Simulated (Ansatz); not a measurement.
**[SiPH4]− (SMILES [SiH2-]P) at PBE0/STO-3G**

Aim: the energy change on altering one bond length of [SiPH4]− at PBE0/STO-3G, from 2 runs. 

Program for the calculation: Ansatz 0.2.0.

## Step 1: The system as given

[SiPH4]−: 6 atoms, total charge -1, spin state singlet. As SMILES, `[SiH2-]P`. The coordinates come from a GFN2-xTB relaxation. This is one conformer, not always the lowest.

Bond lengths: Si1–P2 2.225 Å, Si1–H3 1.503 Å, Si1–H4 1.503 Å, P2–H5 1.375 Å, P2–H6 1.375 Å. Angles: Si1–P2–H5 94.0°, Si1–P2–H6 94.1°, P2–Si1–H3 96.4°, P2–Si1–H4 96.5°, H5–P2–H6 91.3°, H3–Si1–H4 96.7°.

## Step 2: A single-point energy at PBE0/STO-3G

File in.yaml:

```yaml
crystal:
  periodic: [false, false, false]
  atoms:
    - symbol: Si
      position_ang: [0.357650, -1.019850, -0.132620]
    - symbol: P
      position_ang: [-0.355230, 1.071380, 0.132600]
    - symbol: H
      position_ang: [-0.387090, -1.600590, 1.036860]
    - symbol: H
      position_ang: [-0.642080, -1.408110, -1.185860]
    - symbol: H
      position_ang: [0.407400, 1.565440, -0.899820]
    - symbol: H
      position_ang: [0.619350, 1.391730, 1.048840]
basis:
  gaussian: {orbitals: STO-3G}
total_charge: -1
hamiltonian: {xc: pbe0}
accuracy: high
```

Started as:

```bash
ansatz run in.yaml --threads 1 --pin off --max-ram 2610MiB --events-out events.jsonl --progress --plain --runs-dir runs
```

Log:

```text
Warning: RAYON_NUM_THREADS=1 ignored (pool sized by the plan → 1); use --threads N
Functional definition: PBE0
  name "PBE0"
  parameter a = 0.25
  parameter kappa = 0.804
  parameter beta = 0.06672455060314922
  exchange = (1 - a)*pbe_x(kappa = kappa, mu = beta*pi^2/3) + a*exact_x
  correlation = pbe_c(beta = beta)
393 factors; integrals over basis functions are off by at most 2.7e-9 eV
mean field evaluation 1: about -17022.4480 eV, gradient 1.3e1 eV
mean field evaluation 2: about -17022.9641 eV, gradient 7.6e0 eV
mean field evaluation 4: about -17023.2201 eV, gradient 1.7e-1 eV
mean field evaluation 8: about -17023.1999 eV, gradient 3.1e-4 eV
mean field -17023.19991035 eV, -625.5910579661 hartree, gradient 3.5e-8 eV, S^2 0.000000; 0 other end points of the search recorded, 0 dependent functions left out
reference -17023.19991178 eV, -625.5910580185 hartree; 17, 17 occupied and 5, 5 virtual orbitals, 393 factors
Total energy: -17023.19991178 eV, -625.5910580185 hartree
```

Wall time 0.95 s (1 thread of AMD EPYC 9R14 (Zen 4), shared host); peak memory 0.12 GiB.

## Step 3: The distorted shape, same level

File job.yaml:

```yaml
basis:
  gaussian:
    orbitals: STO-3G
crystal:
  periodic: [false, false, false]
  atoms:
    - {symbol: Si, position_ang: [0.166986, -1.143369, 0.125493]}
    - {symbol: P, position_ang: [-0.545894, 0.947861, 0.390713]}
    - {symbol: H, position_ang: [-0.577754, -1.724109, 1.294973]}
    - {symbol: H, position_ang: [-0.832744, -1.531629, -0.927747]}
    - {symbol: H, position_ang: [0.407400, 1.565440, -0.899820]}
    - {symbol: H, position_ang: [0.428686, 1.268211, 1.306953]}
accuracy: high
hamiltonian:
  xc: {name: PBE0}
total_charge: -1
```

Started as:

```bash
ansatz run job.yaml --threads 1 --pin off --max-ram 2610MiB --events-out events.jsonl --progress --plain --runs-dir runs
```

Log:

```text
Warning: RAYON_NUM_THREADS=1 ignored (pool sized by the plan → 1); use --threads N
Functional definition: PBE0
  name "PBE0"
  parameter a = 0.25
  parameter kappa = 0.804
  parameter beta = 0.06672455060314922
  exchange = (1 - a)*pbe_x(kappa = kappa, mu = beta*pi^2/3) + a*exact_x
  correlation = pbe_c(beta = beta)
393 factors; integrals over basis functions are off by at most 7.6e-9 eV
mean field evaluation 1: about -17021.1628 eV, gradient 1.6e1 eV
mean field evaluation 2: about -17021.4032 eV, gradient 1.5e1 eV
mean field evaluation 4: about -17022.4112 eV, gradient 2.1e-1 eV
mean field evaluation 8: about -17022.3792 eV, gradient 5.3e-3 eV
mean field evaluation 16: about -17022.3792 eV, gradient 4.1e-8 eV
mean field -17022.37921422 eV, -625.5608979396 hartree, gradient 4.1e-8 eV, S^2 0.000000; 0 other end points of the search recorded, 0 dependent functions left out
reference -17022.37921567 eV, -625.5608979930 hartree; 17, 17 occupied and 5, 5 virtual orbitals, 393 factors
Total energy: -17022.37921567 eV, -625.5608979930 hartree
```

Wall time 0.91 s (1 thread of AMD EPYC 9R14 (Zen 4), shared host); peak memory 0.12 GiB.

## Step 4: Outcome

At PBE0/STO-3G:

```
                                                         quantity          value
                                        first shape: total energy  -625.59106 Eh
                                    distorted shape: total energy  -625.56090 Eh
energy change with the P2–H5 bond stretched from 1.375 to 1.719 Å       0.821 eV
```

**Reading.** With the P2–H5 bond stretched from 1.375 to 1.719 Å the energy rises by 0.82 eV (18.9 kcal/mol). The first shape isn't relaxed at this level, so the change isn't measured from a minimum. The minimal basis adds a large error of its own.
